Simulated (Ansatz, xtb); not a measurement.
## Two isomers of C4H7ClO

We compare X, `C[C@@H]1OC[C@@H]1Cl`, a singlet, with Y, `C[C@@H]1OC[C@H]1Cl`, a singlet. Both are isolated molecules in the gas phase, relaxed with PBE-D3(BJ)/def2-SVP.

Energies in hartree; the thermal terms are from GFN2-xTB frequencies at re-optimised GFN2-xTB minima (ideal gas, soft modes damped towards free rotors, one conformer each, 298.15 K, 1 atm) and include the zero-point energy:

```
                              X           Y
E, CCSD(T)/def2-SVP  −690.507149  −690.507923
    E, MP2/def2-SVP  −690.419069  −690.420085
  E, MP2/def2-TZVPP  −691.069294  −691.070853
  zero-point energy     0.103289     0.103168
       H(298 K) − E     0.110597     0.110541
       G(298 K) − E     0.072592     0.072327
```

Task: Correct the CCSD(T) difference for the basis set by the MP2 change, then work out ΔE, ΔE₀, ΔH and ΔG for X → Y in kcal/mol (1 Eh = 627.51 kcal/mol) and the equilibrium ratio [Y]/[X].

Result: 1. Differences Y − X: CCSD(T) −0.000774, MP2 in the small set −0.001016, MP2 in the large set −0.001559 Eh.
2. ΔE = −0.000774 + (−0.001559 − (−0.001016)) = −0.001317 Eh = −0.83 kcal/mol.
3. ΔE₀ = ΔE + ΔZPE = −0.001317 + (−0.000121) Eh = −0.90 kcal/mol.
4. ΔH = ΔE + (−0.000056) Eh = −0.86 kcal/mol.
5. ΔG = ΔE + (−0.000265) Eh = −0.99 kcal/mol, so ΔS = (ΔH − ΔG)/T = +1.8 J/(mol K).
6. kT = 0.9442 mEh, so K = [Y]/[X] = exp(−ΔG/kT) = exp(+1.68) ≈ 5.3.

The two are too close for this level to say which is favoured. An error of 1 kcal/mol in ΔG would change K by a factor of 5.4. Mirror images and further conformers aren't counted.

As drawn, both hold the same kinds of bond in the same numbers.

Other levels gave ΔE = −0.6 (GFN2-xTB); −0.8 (HF/STO-3G, GFN2-xTB geometries); 0.0 (r2SCAN-D4/def2-SVP, GFN2-xTB geometries); −0.3 (PBE-D3(BJ)/def2-SVP); −0.5 (HF/def2-SVP); −0.6 (MP2/def2-SVP); −0.5 (CCSD(T)/def2-SVP) kcal/mol. The correlated steps freeze 10 core orbitals. Programs: Ansatz 0.2.0, xtb 6.7.1.
